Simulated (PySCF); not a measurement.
cyclopropanecarboxaldehyde, C₄H₆O, SMILES O=CC1CC1, point group Cs.

Force field and properties: PBE0/pcSseg-1 (PySCF, grid level 2). Vibrational terms come from second-order perturbation theory with semi-diagonal cubic constants, by steps of ±0.6 along the normal coordinates of each isotopologue. The parent has the commonest isotopes.

Equilibrium geometry (Å):

```tsv
atom	x	y	z
O1	2.6177	0.2771	0.4168
C2	1.5690	-0.0288	-0.0884
C3	0.2410	0.2838	0.4684
C4	-0.8877	0.5617	-0.5012
C5	-0.8745	-0.7156	0.2486
H6	1.5405	-0.5937	-1.0544
H7	0.2627	0.8341	1.4064
H8	-0.6524	0.5386	-1.5641
H9	-1.5935	1.3374	-0.2160
H10	-0.6308	-1.6290	-0.2917
H11	-1.5703	-0.8549	1.0718
```

Task: Give the equilibrium and ground-state rotational constants (MHz) of parent; ²H at 6.

Result: 
```json
{"species": "parent", "Ae": "16093", "Be": "3193.8", "Ce": "3043.7", "A0": "15931", "B0": "3177.4", "C0": "3024.6", "Δ0 (u Å²)": "-23.687", "harmonic ZPE (cm⁻¹)": "19990"}
{"species": "²H at 6", "Ae": "15089", "Be": "3139.8", "Ce": "3032.1", "A0": "14939", "B0": "3123.7", "C0": "3013.4", "Δ0 (u Å²)": "-27.907", "harmonic ZPE (cm⁻¹)": "19320"}
```

Δ0 = Ic − Ia − Ib from the ground-state constants.

Task: How is the parent's vibrational correction B0 − Be made up?

Result: 
```tsv
axis	harmonic	Coriolis	cubic	total (MHz)
a	30.9	-45	-147	-161
b	3.65	-1.3	-18.8	-16.4
c	2.02	-2.25	-18.8	-19.1
```

Task: And its quartic centrifugal distortion constants from the harmonic force field?

Result: Asymmetric top, A reduction, Ir representation: ΔJ = 0.49 kHz, ΔJK = 12 kHz, ΔK = 0.695 kHz, δJ = 0.0152 kHz, δK = 2.86 kHz.

A mode lies under 250 cm⁻¹, where this perturbation treatment is rough. Internal rotors are held in one well.
